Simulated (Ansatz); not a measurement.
## Phonon frequency of some elemental metals

Method: r²SCAN in Ansatz (plane waves, PAW). References are measured values at room or unstated temperature, uncorrected, so that the deviations hold thermal and zero-point effects besides the level's error. The table is a random draw of 8 from 20 values with such references.

Values in cm⁻¹.

```csv
solid,reference,r²SCAN,deviation (%)
fcc Pd (X T),155†,150,-3.2
fcc Cu (L T),114,119,+4.4
fcc Cu (X L),240,254,+5.8
fcc Au (X L),154,138,-10.4
fcc Au (L L),157,142,-9.6
fcc Pb (X T),30†,25,-16.7
fcc Cu (L L),247,258,+4.5
fcc Cu (X T),169,179,+5.9
```

Over these 8 values the mean deviation is -2.4 %, the mean absolute deviation 7.6 % (median 5.9 %), and the worst case fcc Pb (X T) at -16.7 % (its reference is marked and can be at fault), while the 6 unmarked rows have a mean absolute deviation of 6.8 %; the value is too high in 4 of 8 cases. Over all 20 the mean deviation is -2.4 % and the mean absolute deviation 8.8 % (median 7.2 %).

Spin–orbit coupling is left out, also for the solids with elements from indium on (fcc Au, fcc Pb); its size isn't shown.

† marks references with one source in our tables, § those from which another value on file, of any temperature, differs by over 15 %.

Differences are worked out from the printed values.

Each level is taken at its own relaxed cell. Ansatz's density-functional and Hartree–Fock values are scalar-relativistic unless marked +SOC, with PAW data made under PBE.

Ansatz's runs of these crystals have no spin polarisation. A magnetic state wasn't tried for fcc Pd with meta-GGA or hybrid levels, which favour moments.

Not in this set, of the elemental metals with a reference value in our tables and a result at some level: 4 for a reference of another kind, counted apart (fcc Pt, fcc Pt, fcc Pt, fcc Pt). These can be a level's worst cases. Values held back for tests aren't counted. Layered and molecular crystals are counted apart. The metals Ce to Yb are counted apart.

References as tabulated in Savrasov and Savrasov (1996), arXiv:cond-mat/9604124; He et al. (2014), arXiv:1309.4805; Greeff and Graf (2004), arXiv:cond-mat/0311614.

Ansatz is a quantum-chemistry and plane-wave program.
